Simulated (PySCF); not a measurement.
Gas-phase reaction: 3 C₄H₆ (butadiene) + 6 H ⇌ 4 C₃H₆ (cyclic)

Computed with PySCF and rigid-rotor harmonic-oscillator thermochemistry at 1 bar. The comparison is the NASA 1993 polynomial table, which mixes measured and estimated data. † marks an energy on the PBE0/def2-TZVP geometry and frequencies; other levels use their own. MP2 freezes the core. Open shells (unrestricted): H (multiplicity 2); the rest are closed-shell singlets. B3LYP is the form with VWN-RPA correlation. MP2 isn't extrapolated to the basis-set limit; its ΔH°(298 K) is -1368.2 kJ in def2-SVP and -1399.6 kJ in def2-TZVPP. The harmonic model lacks anharmonicity and excited electronic states, which grow with temperature; levels with a mode under 35 cm⁻¹ are left out. Internal rotation in C₄H₆ (butadiene) is treated as a harmonic vibration of one conformer, which makes the entropy rough.

```csv
level,"ΔH°(298 K), kJ",minus table,"ΔG°(600 K), kJ"
table,-1424.8,-,-1064.4
B3LYP/def2-TZVP†,-1393.4,31.4,-1037.6
BLYP/def2-TZVP†,-1315.2,109.6,-959.3
HF/def2-TZVP†,-1082.6,342.2,-726.8
M06-2X/def2-TZVP†,-1475.4,-50.6,-1119.5
MP2/def2-SVP†,-1368.2,56.6,-1012.4
MP2/def2-TZVPP†,-1399.6,25.2,-1043.7
PBE/def2-SVP,-1412.2,12.6,-1057.5
PBE0/def2-QZVP†,-1456.1,-31.3,-1100.2
r2SCAN/def2-TZVP†,-1429.0,-4.2,-1073.1
ωB97M-V/def2-TZVP†,-1456.0,-31.2,-1100.2
ωB97X-V/def2-TZVP†,-1495.8,-71.0,-1139.9
```
